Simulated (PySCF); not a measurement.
Which determinant of LiO lies lowest?

Unrestricted PBE0; Li aug-pcseg-1, O aug-pcseg-1; no relativity (PySCF 2.14). Outer shells of the fragments: Li 2s1; O 2s2 2p4.

Followed along the bond (rough minima from three points):

```json
{"2Ms+1": "2", "unpaired": "π ↑", "⟨S²⟩ at the start": "0.75", "R at minimum (Å)": "1.72", "Te (eV)": "0.00"}
{"2Ms+1": "2", "unpaired": "σ ↑", "⟨S²⟩ at the start": "0.75", "R at minimum (Å)": "1.62", "Te (eV)": "0.36"}
{"2Ms+1": "4", "unpaired": "σ ↑, π ↑↑", "⟨S²⟩ at the start": "3.75", "R at minimum (Å)": "none in the scan", "Te (eV)": "≤ 3.53"}
```

Solutions found at the starting distance of 1.885 Å, counted from the lowest of them; the search is not exhaustive and high or unbound solutions are not listed, so other states can lie among these:

```json
{"2Ms+1": "2", "unpaired": "π ↑", "term": "²Π", "E (eV)": "0.00", "⟨S²⟩": "0.75", "⟨Lz²⟩": "1.01", "μ (D)": "-7.25"}
{"2Ms+1": "2", "unpaired": "σ ↑", "term": "²Σ⁺", "E (eV)": "0.53", "⟨S²⟩": "0.75", "⟨Lz²⟩": "0.00", "μ (D)": "-7.18"}
{"2Ms+1": "4", "unpaired": "σ ↑, π ↑↑", "term": "⁴Σ⁻", "E (eV)": "3.51", "⟨S²⟩": "3.75", "⟨Lz²⟩": "0.00", "μ (D)": "2.80"}
{"2Ms+1": "2", "unpaired": "σ ↓, π ↑↑", "term": "mixed", "E (eV)": "3.57", "⟨S²⟩": "1.75", "⟨Lz²⟩": "0.00", "μ (D)": "3.21"}
{"2Ms+1": "4", "unpaired": "σ ↑↑, π ↑", "term": "⁴Π", "E (eV)": "3.98", "⟨S²⟩": "3.75", "⟨Lz²⟩": "1.00", "μ (D)": "3.01"}
{"2Ms+1": "2", "unpaired": "σ ↑, π ↑↓", "term": "mixed", "E (eV)": "4.31", "⟨S²⟩": "1.75", "⟨Lz²⟩": "2.01", "μ (D)": "3.00"}
{"2Ms+1": "4", "unpaired": "π ↑↑↑", "term": "⁴Π", "E (eV)": "4.89", "⟨S²⟩": "3.75", "⟨Lz²⟩": "1.00", "μ (D)": "1.01"}
{"2Ms+1": "4", "unpaired": "σ ↑, π ↑↑", "term": "mixed", "E (eV)": "5.36", "⟨S²⟩": "3.75", "⟨Lz²⟩": "2.00", "μ (D)": "1.08"}
{"2Ms+1": "4", "unpaired": "σ ↑, π ↑↑", "term": "mixed", "E (eV)": "5.46", "⟨S²⟩": "3.75", "⟨Lz²⟩": "2.00", "μ (D)": "1.31"}
```

A term symbol is given only where ⟨S²⟩ and ⟨Lz²⟩ are close to those of a pure state; real π, δ and φ orbitals otherwise mix terms. A positive dipole means Li(−)O(+).

Problem. Compare the gap between the two lowest followed solutions at the starting distance with the gap between their minima.

Solution. At PBE0 the second solution (doublet, unpaired electrons σ ↑) lies +0.53 eV from the first (doublet, unpaired electrons π ↑) at 1.885 Å and +0.36 eV at the minima; the two curves relax by different amounts, since their minima lie near 1.62 and 1.72 Å.

Counting both spins, an empty level lies below a filled one in some of these solutions, because spin and occupation are held.
